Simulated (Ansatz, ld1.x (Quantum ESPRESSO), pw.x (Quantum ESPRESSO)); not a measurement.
pw.x on sc Tl: one setting changed

Potential: norm-conserving RRKJ (Kleinman–Bylander form), ld1.x (Quantum ESPRESSO) 7.5, LDA (PW92); core [Xe] 4f14, reference 5d10 6s2 6p1; waves: 6s (bound): rc 1.90 bohr; 5d (bound): rc 1.85 bohr; 5f channel at 0.15 Ry: rc 2.60 bohr; 6p (bound): rc 3.20 bohr; local part: the p channel; core correction: a·sin(br)/r model core, default radius (core density twice the valence density); rho0 0.02.

The reference run (k-mesh 11³, cutoffs 60/240 Ry, Fermi–Dirac 0.01 Ry, mixing_beta 0.4, conv_thr 1e-9, no spin) gives 0.43 GPa at 29.574 Å³/atom, where all-electron LAPW gives 0.04 GPa. This run, with its own iteration cap, changes ecutrho/ecutwfc to 1, a wrong or extreme entry chosen on purpose.

```
&control
  calculation='scf', prefix='x', pseudo_dir='./', outdir='./tmp', tstress=.true., disk_io='none'
/
&system
  ibrav=0, nat=1, ntyp=1, ecutwfc=60, ecutrho=60, nbnd=14,
  occupations='smearing', smearing='fd', degauss=0.01
/
&electrons
  conv_thr=1e-09, mixing_beta=0.4, electron_maxstep=70
/
ATOMIC_SPECIES
Tl 1.0 Tl.UPF
CELL_PARAMETERS angstrom
  3.09245477 0.00000000 0.00000000
  0.00000000 3.09245477 0.00000000
  0.00000000 0.00000000 3.09245477
ATOMIC_POSITIONS crystal
Tl 0.0000 0.0000 0.0000
K_POINTS automatic
11 11 11 0 0 0
```

```bash
pw.x < Tl.scf.in > Tl.scf.out
```

Task: How does the run end?

Result: It stops with "set_cutoff: ecutrho <= ecutwfc?!?".

```
Error in routine set_cutoff (1):
     ecutrho <= ecutwfc?!?
```
